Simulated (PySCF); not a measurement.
## Worked example for hydroxymethyl: ionisation energy to the singlet cation

Structure: `[CH2]O` (CH3O•). The parent is a doublet.

Computed at PBE0-D3(BJ)/ma-def2-TZVP // GFN2-xTB with PySCF (density fitting, grid level 2). Zero-point energies come from unscaled GFN2-xTB harmonic frequencies.

```tsv
state	structure	E / Eh
parent	parent	-114.981224
singlet cation	parent	-114.680926
singlet cation	singlet cation	-114.701949
parent	singlet cation	-114.960551
```

Zero-point energy of the singlet cation less that of the parent: 0.040 eV. 1 Eh = 27.2114 eV.

Work out the vertical and adiabatic ionisation energy.

Vertical: (-114.680926) − (-114.981224) = 0.300298 Eh = 8.17 eV. Adiabatic: 0.279275 Eh = 7.599 eV, and 7.64 eV with zero-point energy.

---

**Worked example for `[NH2+]c1ccc(N[SiH3])cc1` ([C6H10N2Si]+•): recombination energy to the singlet neutral**

The parent is a doublet.

These are calculated values, M06-2X/ma-def2-SVP in PySCF (grid level 3) at geometries from GFN2-xTB. Zero-point energies come from unscaled GFN2-xTB harmonic frequencies.

| state | structure | E / Eh |
| --- | --- | --- |
| parent | parent | -632.921180 |
| singlet neutral | parent | -633.153978 |
| singlet neutral | singlet neutral | -633.166473 |
| parent | singlet neutral | -632.906817 |

Zero-point energy of the singlet neutral less that of the parent: 0.000 eV. 1 Eh = 27.2114 eV.

Q: Work out the vertical and adiabatic recombination energy.

A: Vertical: (-632.921180) − (-633.153978) = 0.232798 Eh = 6.33 eV. Adiabatic: 0.245293 Eh = 6.675 eV, and 6.67 eV with zero-point energy.

Known limits: ma-def2-SVP is a small basis, whose errors can reach tens of kJ/mol.

---

**Worked example for `CC(Cl)=C=S` (C3H3ClS): ionisation energy to the radical cation**

These are calculated values, M06-2X/ma-def2-TZVP in PySCF (grid level 3) at geometries from GFN2-xTB. The prefix ma- adds one diffuse s and one diffuse p function on all atoms but H. Zero-point energies come from unscaled GFN2-xTB harmonic frequencies.

```
         state       structure       E / Eh
        parent          parent  -974.448436
radical cation          parent  -974.133542
radical cation  radical cation  -974.140920
        parent  radical cation  -974.446307
```

Zero-point energy of the radical cation less that of the parent: -0.019 eV. 1 Eh = 27.2114 eV.

Problem. Work out the vertical and adiabatic ionisation energy.

Solution. Vertical: (-974.133542) − (-974.448436) = 0.314894 Eh = 8.57 eV. Adiabatic: 0.307516 Eh = 8.368 eV, and 8.35 eV with zero-point energy.

Note: spin-orbit coupling is left out of the energies, which matters for open shells on the heavier atoms.
